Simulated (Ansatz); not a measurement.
# CH5Si radical (SMILES C[SiH2]): functionals against CCSD(T) at one geometry

The task here is to estimate one member of a computed series from the others.

Computed with Ansatz 0.2.0, Gaussian basis. Level: single points in def2-TZVPP.

Correlated methods freeze the cores. Orbitals are unrestricted.

### Where the work starts

SMILES `C[SiH2]`, 7 atoms, charge 0, spin multiplicity 2.

Atoms are counted from 1 here; the program's logs count them from 0.

Bond lengths: C1–Si2 2.051 Å, C1–H3 1.158 Å, C1–H4 1.229 Å, C1–H5 1.310 Å, Si2–H6 1.530 Å, Si2–H7 1.322 Å. Angles: Si2–C1–H3 105.8°, Si2–C1–H4 117.1°, Si2–C1–H5 115.8°, H3–C1–H4 119.0°, H3–C1–H5 97.7°, H4–C1–H5 100.2°, C1–Si2–H6 106.1°, C1–Si2–H7 110.6°, H6–Si2–H7 125.6°.

Coordinates:

```csv
atom,x (Å),y (Å),z (Å)
C1,-0.0550,-0.8947,0.0678
Si2,0.2554,1.1247,0.2432
H3,-0.2457,-1.0870,-1.0578
H4,0.7152,-1.6339,0.6772
H5,-1.2034,-1.3360,0.5176
H6,-1.0466,1.7931,-0.2020
H7,1.4677,1.4462,-0.1748
```

The first run:

The input, run/in.yaml:

```yaml
crystal:
  periodic: [false, false, false]
  atoms:
    - {symbol: C, position_ang: [-0.055000, -0.894700, 0.067800]}
    - {symbol: Si, position_ang: [0.255400, 1.124700, 0.243200]}
    - {symbol: H, position_ang: [-0.245700, -1.087000, -1.057800]}
    - {symbol: H, position_ang: [0.715200, -1.633900, 0.677200]}
    - {symbol: H, position_ang: [-1.203400, -1.336000, 0.517600]}
    - {symbol: H, position_ang: [-1.046600, 1.793100, -0.202000]}
    - {symbol: H, position_ang: [1.467700, 1.446200, -0.174800]}
basis:
  gaussian: {orbitals: def2-TZVPP}
magnetization: {spin_polarized: true, initial_magnetization: 1}
correlation: {method: ccsd_t}
scf: {omitted_lower_state_checks: [cluster_reference]}
output: {forces: true}
```

The command line of these runs was not kept.

Among the steps run: CCSD(T)/def2-TZVPP; PBE0-D4/def2-TZVPP; wB97M-V/def2-TZVPP; r2SCAN-D4/def2-TZVPP; PBE-D4/def2-TZVPP; SPW92/def2-TZVPP; BHLYP-D4/def2-TZVPP.

One table of the session follows, with a row left open; its other results are not shown here.

```
   method  RMS force component (eV/Å)  angle to CCSD(T) forces (°)  dipole (D)
  CCSD(T)                       2.134                    reference        0.45
  PBE0-D4                           ?                            ?           ?
  wB97M-V                       2.146                          1.7        0.38
r2SCAN-D4                       2.140                          1.0        0.43
   PBE-D4                       2.088                          3.0        0.45
    SPW92                       2.102                          4.5        0.44
 BHLYP-D4                       2.205                          3.1        0.47
```

Q: Estimate the row for PBE0-D4 from the others.

**Answer.** RMS force component (eV/Å): 2.166; angle to CCSD(T) forces (°): 1.1; dipole (D): 0.45. In the column «RMS force component (eV/Å)» it lies between wB97M-V (2.146) and BHLYP-D4 (2.205).
